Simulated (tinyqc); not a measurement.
Inside a calculation. Method: Hueckel theory of the pi electrons with the omega technique, for the molecule c1ccsc1 (SMILES; centres numbered as the heavy atoms are written). One step of it, computed by the program tinyqc.

Task: Orbitals, round 1. Diagonalise; E = alpha + x beta with beta < 0, so the largest x are filled first; degenerate levels share their electrons. P = sum n_i c_ri c_si; each orbital has its largest coefficient positive (the first on a tie).

Hueckel matrix in units of beta (H = alpha + beta A), lower triangle:
```
,1C,2C,3C,4S,5C
1C,0.000000
2C,1.000000,0.000000
3C,0.000000,1.000000,0.000000
4S,0.000000,0.000000,0.650000,1.000000
5C,1.000000,0.000000,0.000000,0.650000,0.000000
```

pi electrons, sum of z_r less the charge = 6

Give: x values; occupations; coefficients; charge and bond-order matrix P.

Result:

x values: 1.947  1.000  0.618  -0.947  -1.618

occupations: 2.000  2.000  2.000  0.000  0.000

coefficients:
```
,MO1,MO2,MO3,MO4,MO5
1C,0.427,-0.479,-0.372,-0.298,0.602
2C,0.427,-0.479,0.372,-0.298,-0.602
3C,0.405,0.000,0.602,0.580,0.372
4S,0.555,0.736,0.000,-0.387,0.000
5C,0.405,0.000,-0.602,0.580,-0.372
```

charge and bond-order matrix P, lower triangle:
```
,1C,2C,3C,4S,5C
1C,1.099
2C,0.546,1.099
3C,-0.102,0.793,1.051
4S,-0.231,-0.231,0.449,1.700
5C,0.793,-0.102,-0.396,0.449,1.051
```
